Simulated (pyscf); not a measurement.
Elementary routes open to H₃Ge–AsH₂ + H₂O in the gas phase (singlet surface):
A. HO–AsH–GeH₃ + H₂ (As–H, H–O broken; As–O, H–H formed)
B. HO–GeH₂–AsH₂ + H₂ (Ge–H, H–O broken; Ge–O, H–H formed)

Structures and frequencies: ωB97X-D3(BJ)/def2-SVP in PySCF.

### Question
Rank the routes by free-energy barrier at 1200 K, lowest first, for ωB97M-D3(BJ)/def2-TZVP energies (ideal gas, 1 atm, RRHO with modes under 100 cm⁻¹ raised to 100, one conformer, R ln 2 for chiral ones without a mode under 150 cm⁻¹).

### Answer
B (85.5 kcal/mol), A (100.5 kcal/mol)

Route B is the fastest of these, ahead of the next by 15.1 kcal/mol. The most stable products are those of B (ΔG = +1.4 kcal/mol), so kinetics and thermodynamics agree. At 298 K B is still the fastest. Only these routes are compared; each barrier is that of the saddle found, and lower ones may exist. Elements up to Kr have no core potential and no relativistic terms here.
